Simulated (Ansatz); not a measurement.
Input file for C₃H₄S₃, SMILES `S=C1SCCS1`:

```yaml
crystal:
  periodic: [false, false, false]
  atoms:
    - {symbol: S, position_ang: [-1.204484, 2.062742, 2.367861]}
    - {symbol: C, position_ang: [-0.622356, 1.065894, 1.223524]}
    - {symbol: S, position_ang: [-0.770047, -0.665666, 1.303265]}
    - {symbol: C, position_ang: [0.358154, -1.046389, -0.054837]}
    - {symbol: C, position_ang: [0.220991, 0.054565, -1.083645]}
    - {symbol: S, position_ang: [0.207828, 1.628643, -0.197960]}
    - {symbol: H, position_ang: [0.082189, -2.019060, -0.466668]}
    - {symbol: H, position_ang: [1.376214, -1.100304, 0.336262]}
    - {symbol: H, position_ang: [-0.709511, -0.041519, -1.646895]}
    - {symbol: H, position_ang: [1.061011, 0.061103, -1.780908]}
basis:
  gaussian: {orbitals: def2-SVP}
correlation: {method: ccsd_t}
```

```sh
$ ansatz run in.yaml --threads 4 --pin off --events-out ev --progress --plain --max-ram 10444MiB
```

Log, shortened:

```
Functional definition: HF
1127 factors; integrals over basis functions are off by at most 1.4e-3 eV
mean field evaluation 1: about -35590.6479 eV, gradient 2.8e1 eV
mean field evaluation 2: about -35590.6586 eV, gradient 2.8e1 eV
mean field evaluation 4: about -35593.3297 eV, gradient 5.0e0 eV
mean field evaluation 8: about -35593.4429 eV, gradient 1.6e-1 eV
mean field evaluation 16: about -35593.4197 eV, gradient 1.2e0 eV
mean field -35593.44323031 eV, -1308.0349126116 hartree, gradient 2.4e-6 eV, S^2 0.000000; 0 other end points of the search recorded, 0 dependent functions left out; unrestricted orbitals would lower it
18 core orbitals not correlated: weight in the atoms' cores, before any rotation towards them, 1.000 or more for the frozen orbitals, at most 0.000 for the correlated occupied ones
reference -35593.44323031 eV, -1308.0349126116 hartree; 17, 17 occupied and 81, 81 virtual orbitals, 1127 factors
second order -21.71603018 eV of doubles, -0.00000000 eV of singles
cycle   1  -22.27832905 eV  change   -5.6e-1 eV  update   1.3e-1
cycle   2  -22.94019554 eV  change   -6.6e-1 eV  update   4.0e-2
cycle   3  -23.10329468 eV  change   -1.6e-1 eV  update   2.1e-2
cycle   4  -23.09743047 eV  change    5.9e-3 eV  update   6.0e-3
cycle   5  -23.09626951 eV  change    1.2e-3 eV  update   2.8e-3
cycle   6  -23.09588681 eV  change    3.8e-4 eV  update   7.9e-4
cycle   7  -23.09530973 eV  change    5.8e-4 eV  update   3.9e-4
cycle   8  -23.09537055 eV  change   -6.1e-5 eV  update   1.8e-4
cycle   9  -23.09543225 eV  change   -6.2e-5 eV  update   9.9e-5
cycle  10  -23.09541383 eV  change    1.8e-5 eV  update   4.8e-5
cycle  11  -23.09544377 eV  change   -3.0e-5 eV  update   2.5e-5
perturbative correction -0.96342178 eV, -0.0354050973 hartree
Total energy: -35617.50209586 eV, -1308.9190596127 hartree
```

Hardware: 4 threads of an Arm Neoverse V1 on a shared host. Wall time 8 s, peak host memory 0.56 GiB.

Correlation energy per correlated electron: -0.708 eV. T1 diagnostic: 0.0151.
